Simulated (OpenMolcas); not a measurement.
# CH3BO (Borane carbonyl): PBE0/def2-SVP

What is the vertical singlet–triplet gap of CH3BO (Borane carbonyl) at PBE0/def2-SVP? 

Program for the calculation: OpenMolcas 26.06.

### Step 1. The structure to begin with

CH3BO: 6 atoms, total charge 0, spin state singlet. SMILES: `[BH3-]C#[O+]`. The coordinates come from a GFN2-xTB relaxation.

Bond lengths: B1–C2 1.473 Å, C2–O3 1.142 Å, B1–H4 1.186 Å, B1–H5 1.187 Å, B1–H6 1.188 Å. Angles: B1–C2–O3 178.8°, C2–B1–H4 107.2°, C2–B1–H5 106.3°, C2–B1–H6 105.3°, H4–B1–H5 112.5°, H4–B1–H6 112.5°, H5–B1–H6 112.4°.

### Step 2. A single-point energy at PBE0/def2-SVP

File job.input:

```
&gateway
baslib=$CurrDir
coord
6
bohr
B     -0.50610645     0.74744337    -0.36466045
C      0.91111255    -1.41570722     0.66437101
O      2.04288843    -3.06368069     1.47842723
H     -2.68569767     0.28574549    -0.12317235
H      0.09966416     0.93193734    -2.51634041
H      0.13812008     2.51424281     0.86137496
basis=def2-SVP
group=NoSym
&seward
gridinput
Grid=SG1Grid
End of Grid
&scf
ksdft=PBE0
prorbitals=0
```

The basis set def2-SVP is read from a file made from the Basis Set Exchange's data (not shown).

On the command line:

```console
$ export MOLCAS_MEM=1860
$ pymolcas job.input > job.log
```

What it wrote:

```text
--- Start Module: gateway ---
[...]
--- Stop Module: gateway /rc=_RC_ALL_IS_WELL_ ---
--- Start Module: seward ---
[...]
      Basis functions           57
--- Stop Module: seward /rc=_RC_ALL_IS_WELL_ ---
--- Start Module: scf ---
[...]
       Convergence after  12 Iterations
[...]
::    Total KS-DFT energy                            -139.6889900468
[...]
      Total spin, S                                     0.0000000000
[...]
      Total electronic charge=   22.000000
      Total            charge=   -0.000000
[...]
      Dipole Moment (debye):
      Origin of the operator (angstrom)=    0.4479   -0.6799    0.3250
                   X=  6.4044E-01               Y= -1.0004E+00               Z=  4.6748E-01           Total=  1.2765E+00
      Quadrupole Moment (debye*angstrom):
[...]
--- Stop Module: scf /rc=_RC_ALL_IS_WELL_ ---
[...]
```

Wall time 3.6 s (1 thread of Intel Xeon Platinum 8488C (Sapphire Rapids), shared host); peak memory 0.39 GiB.

### Step 3. The triplet, same level

File job.input:

```
* CH3BO Kohn-Sham DFT
>>> EXPORT MOLCAS_PRINT=2

&gateway
  baslib=$CurrDir
  coord
  6
  bohr
  B     -0.50610645     0.74744337    -0.36466045
  C      0.91111255    -1.41570722     0.66437101
  O      2.04288843    -3.06368069     1.47842723
  H     -2.68569767     0.28574549    -0.12317235
  H      0.09966416     0.93193734    -2.51634041
  H      0.13812008     2.51424281     0.86137496
  basis=def2-SVP
  group=NoSym

&seward
  gridinput
  Grid=SG1Grid
  End of Grid

&scf
  uhf
  spin=3
  ksdft=PBE0
  prorbitals=0
```

The basis set def2-SVP is read from a file made from the Basis Set Exchange's data (not shown).

On the command line:

```console
$ export MOLCAS_MEM=1860
$ pymolcas job.input > job.log
```

What it wrote:

```text
--- Start Module: gateway ---
[...]
--- Stop Module: gateway /rc=_RC_ALL_IS_WELL_ ---
--- Start Module: seward ---
[...]
      Basis functions           57
--- Stop Module: seward /rc=_RC_ALL_IS_WELL_ ---
--- Start Module: scf ---
[...]
       Convergence after  33 Iterations
[...]
::    Total KS-DFT energy                            -139.4632893755
[...]
      Total spin, S                                     1.0031603973
[...]
      Total electronic charge=   22.000000
      Total            charge=   -0.000000
[...]
      Dipole Moment (debye):
      Origin of the operator (angstrom)=    0.4479   -0.6799    0.3250
                   X= -1.2292E+00               Y=  9.2049E-01               Z= -8.4120E-01           Total=  1.7510E+00
      Quadrupole Moment (debye*angstrom):
[...]
--- Stop Module: scf /rc=_RC_ALL_IS_WELL_ ---
[...]
```

Run time: 7.5 s. Hardware: 1 thread of Intel Xeon Platinum 8488C (Sapphire Rapids), shared host; peak memory 0.39 GiB.

### Step 4. What came out

Level: PBE0/def2-SVP.

| quantity | value |
| --- | --- |
| singlet: total energy | -139.68899 Eh |
| singlet: dipole moment | 1.28 D |
| singlet: HOMO energy | -9.57 eV |
| singlet: LUMO energy | -1.39 eV |
| singlet: HOMO–LUMO gap | 8.18 eV |
| triplet: total energy | -139.46329 Eh |
| triplet: dipole moment | 1.75 D |
| triplet: HOMO energy (highest over α and β) | -3.44 eV |
| triplet: ⟨S²⟩ | 2.009 |
| vertical energy of the triplet above the singlet | 6.142 eV |

At this shape the triplet lies 6.14 eV (142 kcal/mol) above the singlet.
